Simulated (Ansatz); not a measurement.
Basis-set extrapolation for Al$_{2}$FH$_{3}$ (`[F][AlH][AlH2]`) (PBE0-D4/def2-TZVP geometry, frozen core, Ansatz 0.2.0). Multiplicity 1, RHF reference.

```json
{"": "HF", "def2-TZVPP": "-585.130689", "def2-QZVPP": "-585.150325"}
{"": "MP2 correlation", "def2-TZVPP": "-0.406064", "def2-QZVPP": "-0.442662"}
{"": "CCSD(T) correlation", "def2-TZVPP": "-0.448918", "def2-QZVPP": "-0.482783"}
```

Energies in hartree. Use E(X) = E(∞) + A·exp(−7.88·√X) for Hartree–Fock and E(X) = E(∞) + B·X^(−2.97) for correlation, with X = 3 and 4.

Task: What is the CCSD(T) energy at the basis-set limit?

Result: HF limit: -585.150325 + (-0.019636) × 0.13774 = -585.15303. Correlation limit: -0.482783 + (-0.033865) × 0.74074 = -0.50787. Total: -585.66090 hartree, 213.4 kJ/mol below CCSD(T)/def2-TZVPP.
